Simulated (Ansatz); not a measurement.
Geometry optimisation, RKS PBE0/6-31G* in Ansatz.

Input:

```yaml
crystal:
  periodic: [false, false, false]
  atoms:
    - { symbol: Si, position_ang: [0.0, 0.0, 0.0] }
    - { symbol: H, position_ang: [0.0, 0.0, 1.46] }
    - { symbol: Cl, position_ang: [2.0086, 0.0, -0.7093] }
    - { symbol: H, position_ang: [-0.6877, 1.1914, -0.4862] }
    - { symbol: H, position_ang: [-0.6877, -1.1914, -0.4862] }
basis:
  gaussian: { orbitals: "6-31G*" }
hamiltonian:
  xc: pbe0
relax:
  f_tol: 0.02
  max_steps: 40
```

Command:

```bash
$ ansatz run input.yaml --threads 1 --pin off --max-ram 2048MiB --backend cpu --events-out ev --progress --plain --runs-dir out
```

Task: Where does it end, and by what steps?

Result: The run converged. After 3 steps the energy has fallen by 0.059 eV; Cl3 moved furthest, 0.06 Å.

| step | energy less start (eV) | largest force component (eV/Å) | accepted |
| --- | --- | --- | --- |
| 0 | 0.0000 | 1.148 | yes |
| 1 | -0.0516 | 0.460 | yes |
| 2 | -0.0588 | 0.096 | yes |
| 3 | -0.0591 | 0.005 | yes |

```xyz
5
Properties=species:S:1:pos:R:3
Si 0.005 0.000 -0.001
H 0.027 0.000 1.482
Cl 1.952 0.000 -0.689
H -0.675 1.218 -0.507
H -0.675 -1.218 -0.507
```

Whether the end is a true minimum wasn't checked by a vibrational analysis.

The run took 3.1 s on 1 thread of Intel(R) Xeon(R) 6975P-C (Granite Rapids), on a shared host, peak memory 0.11 GiB.
